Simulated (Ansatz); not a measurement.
Predict the output of the script below (Ansatz 0.2.0, Python API).

The script, `states.py`:
```python
"""Does a wider search find a lower mean-field state of H2S3?"""

import warnings

import ansatz as az
from ase import Atoms
import numpy as np

BASIS_SET = "6-31G*"
XC = "b3lyp"


def main() -> None:
    warnings.simplefilter("ignore", az.DeckWarning)

    atoms = Atoms(["S", "S", "S", "H", "H"], positions=[
        (-1.519, -0.7571, 0.076),
        (-0.4091, 0.7907, 0.8263),
        (1.47, 0.0482, 0.79),
        (-1.3237, -0.4677, -1.2486),
        (1.8316, 0.3122, -0.4852),
    ])
    mol = az.Crystal.molecule_from_ase(atoms)
    symbols = [site.symbol for site in mol.cartesian_sites]

    start = np.array([site.position_ang for site in mol.cartesian_sites])
    for factor in [1.0, 1.5]:
        xyz = (start - start.mean(axis=0)) * factor
        scaled = az.Crystal.molecule()
        for symbol, place in zip(symbols, xyz):
            scaled = scaled.atom(symbol, place.tolist())
        job = (
            scaled.calculation()
            .basis(gaussian=BASIS_SET)
            .functional(XC)
            .spin("collinear")
        )
        for search in ("off", "standard"):
            try:
                data = job.scf(lower_state_search=search).run(threads=1, backend="cpu").report
            except az.AnsatzError as error:
                print(f"x{factor} search {search}: {type(error).__name__}")
                continue
            state = data["mean_field"]["state"]
            print(f"all distances x{factor}, search {search:8s} E = {data['free_energy_ev']:.5f} eV  <S^2> = {abs(state['spin_squared']):.3f}  other states met: {len(data['mean_field']['others'])}")


if __name__ == "__main__":
    main()
```

```console
$ python states.py
all distances x1.0, search off      E = -32538.30832 eV  <S^2> = 0.000  other states met: 0
all distances x1.0, search standard E = -32538.30832 eV  <S^2> = 0.000  other states met: 0
all distances x1.5, search off      E = -32529.87964 eV  <S^2> = 0.000  other states met: 0
all distances x1.5, search standard E = -32530.19970 eV  <S^2> = 1.147  other states met: 13
```

Total energies depend on the basis set; only differences at equal settings carry meaning. The count of other states can hold repeated and symmetry-equivalent ends of the search; scaling all distances is a test, and for more than two atoms no physical path. The geometry comes from a force field and isn't relaxed at this level. The expectation value of S² is noticeably off S(S+1) in at least one run, so that state is spin-contaminated. b3lyp holds the VWN-RPA fit, as in Gaussian; the form of ORCA and Turbomole is b3lyp5. It ran for 34 s on 1 thread of Arm Neoverse V1, with other jobs on the host, peak memory 0.24 GiB.
